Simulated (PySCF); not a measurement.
**How well do the runs reproduce experiment for chlorotrifluoroethylene?**

**Measured values to compare with.**

NIST CCCBDB Release 22 (SRD 101), experimental dipoles lists, for the gas: dipole moment (dielectric constant against temperature) 0.58 ± 0.04 D.

How close the calculation comes is told at the end.

Compound: chlorotrifluoroethylene, C₂ClF₃.
Atom-mapped SMILES: `[F:1][C:2]([F:3])=[C:4]([F:5])[Cl:6]`

Geometry (GFN2-xTB, Å), atoms numbered from 1 in this order:
```xyz
6
C2ClF3 angstrom
F      0.583   -0.716    1.582
C      0.210    0.136    0.642
F      0.273    1.385    1.068
C     -0.182   -0.210   -0.582
F     -0.220   -1.493   -0.943
Cl    -0.661    0.901   -1.788
```

Runs made with PySCF (gas phase, on this GFN2-xTB geometry; no spin–orbit coupling):

```tsv
level	job	basis functions	wall time
PBE0/def2-SVPD	8 singlets by full TDDFT, 3 Tamm–Dancoff triplets, polarisability	136	9.7 s
```

Hardware: one thread of an Arm Neoverse V1, on a shared host.

**Comparison with experiment**

**Dipole moment.** Measured: 0.58 D (NIST CCCBDB Release 22 (SRD 101), experimental dipoles).

```csv
level,computed (D),computed − measured (D),% (from the printed values)
PBE0/def2-SVPD,0.45,-0.13,-22
```

The computed dipoles belong to one fixed geometry; measured ones are averaged over vibrations unless marked μe. Magnitudes are compared, not signs.

No measured geometry was used, and the causes of the misses weren't examined.
